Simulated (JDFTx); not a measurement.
Input for a modified build of JDFTx: chloromethane, CH3Cl (SMILES CCl), charge 0, multiplicity 1, linear PCM without cavity terms (LA12), water, 2 M NaF; lengths in bohr, energies in hartree. The run starts from orbitals saved by an earlier run of the same system.

```
lattice \
  18.4248297151 0.0000000000 0.0000000000 \
  0.0000000000 17.4799666528 0.0000000000 \
  0.0000000000 0.0000000000 17.4799666528
coords-type Cartesian
ion C -1.3568595069 0.2270108209 -0.2769172556 0
ion Cl 2.0015200138 0.2281318657 -0.2754272479 0
ion H -1.9990207499 -1.6410975981 -0.8299023048 0
ion H -2.0015200138 0.6824439226 1.6176215303 0
ion H -1.9997255354 1.6410975981 -1.6176215303 0
ion-species pseudo/c_pbe_v1.2.upf
ion-species pseudo/cl_pbe_v1.4.upf
ion-species pseudo/h_pbe_v1.4.upf
elec-cutoff 20 100
elec-ex-corr gga-PBE
symmetries none
elec-n-bands 7
electronic-minimize nIterations 150 energyDiffThreshold 1e-7
fluid LinearPCM
pcm-variant LA12
fluid-solvent H2O
fluid-cation Na+ 2
fluid-anion F- 2
fluid-minimize nIterations 400 knormThreshold 1e-11
wavefunction read s0.wfns 10
dump-name s3.$VAR
dump End State Ecomponents EigStats BandEigs Forces ElecDensity IonicPositions FluidDebug
```

The log closes as follows.

```
[...]
ElecMinimize: Iter:   6  Etot: -22.533639775353734  |grad|_K:  6.998e-07  alpha:  1.093e+00  linmin: -7.009e-03
ElecMinimize: Iter:   7  Etot: -22.533639863151642  |grad|_K:  3.350e-07  alpha:  1.059e+00  linmin: -1.485e-05
ElecMinimize: Iter:   8  Etot: -22.533639883426332  |grad|_K:  1.637e-07  alpha:  1.072e+00  linmin: -8.687e-06
ElecMinimize: Converged (|Delta Etot|<1.000000e-07 for 2 iters).

# Ionic positions in cartesian coordinates:
ion C  -1.356859506900000   0.227010820900000  -0.276917255600000 0
ion Cl   2.001520013800000   0.228131865700000  -0.275427247900000 0
ion H  -1.999020749900000  -1.641097598100000  -0.829902304800000 0
ion H  -2.001520013800000   0.682443922600000   1.617621530300000 0
ion H  -1.999725535400000   1.641097598100000  -1.617621530300000 0

# Forces in Cartesian coordinates:
force C  -0.003055145690048   0.000286036907806   0.000265978356973 0
force Cl   0.009866303626026  -0.000013247280215   0.000067158097565 0
force H  -0.002385472226939  -0.007314880498031  -0.002204516830016 0
force H  -0.002235933937541   0.001678222740034   0.007124390986517 0
force H  -0.002314579080657   0.005356502613151  -0.005179172503552 0

# Energy components:
   A_diel =       -0.0083300857449196
   Eewald =        4.4561940250762619
       EH =       22.6244822855051702
     Eloc =      -57.1409770468234726
      Enl =        3.1264473666259267
      Exc =       -7.5811231109363346
 Exc_core =        1.6558424008283863
       KE =       10.3338242820426487
-------------------------------------
     Etot =      -22.5336398834263321


	eMin: -0.780328 at state 0 ( [ +0.000000 +0.000000 +0.000000 ] spin 0 )
	HOMO: -0.258445 at state 0 ( [ +0.000000 +0.000000 +0.000000 ] spin 0 )
```

The run took 9 electronic cycles (a count that differs between repeats, as do the digits past 10⁻⁶ Ha); the highest occupied level lies at -7.03 eV from the bulk liquid; the total lies -0.19 eV from the vacuum run at this geometry.
